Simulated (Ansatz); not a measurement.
```yaml
crystal:
  periodic: [false, false, false]
  atoms:
    - {symbol: As, position_ang: [0.026690, 0.001130, -1.009465]}
    - {symbol: Br, position_ang: [-0.023185, 1.776824, 0.474967]}
    - {symbol: Br, position_ang: [-0.001841, -1.777883, 0.471553]}
basis:
  gaussian: {orbitals: def2-TZVP}
magnetization: {spin_polarized: true, initial_magnetization: 1}
hamiltonian: {xc: pbe0}
relax: {f_tol: 0.004, max_steps: 80}
```

```sh
$ ansatz run in.yaml --threads 1 --pin off --events-out ev --progress --plain --max-ram 2176MiB
```

Steps of the relaxation (energy above the last step; positions in Å, forces in eV/Å):

```
3
step 1, 2.0 meV
As    0.027    0.001   -1.009   -0.001    0.000    0.041
Br   -0.023    1.777    0.475    0.000    0.074   -0.020
Br   -0.002   -1.778    0.472    0.001   -0.074   -0.020
```

```
3
step 2, 1.0 meV
As    0.026    0.001   -0.984    0.001    0.000   -0.032
Br   -0.023    1.813    0.462    0.000   -0.049    0.016
Br   -0.001   -1.814    0.459   -0.001    0.049    0.016
```

```
3
step 3, 0.0 meV
As    0.026    0.001   -0.994    0.000    0.000    0.002
Br   -0.023    1.799    0.467    0.000   -0.003   -0.001
Br   -0.002   -1.800    0.464    0.000    0.003   -0.001
```

Close pairs at the end: As1–Br2 2.317 Å, As1–Br3 2.317 Å.

A stationary point of unrestricted PBE0 after 3 steps, with ⟨S²⟩ = 0.754 against 0.75 for a pure state; no frequencies were run, so it isn't proven a minimum. 45 s on 1 thread of Intel Xeon Platinum 8488C, shared host.
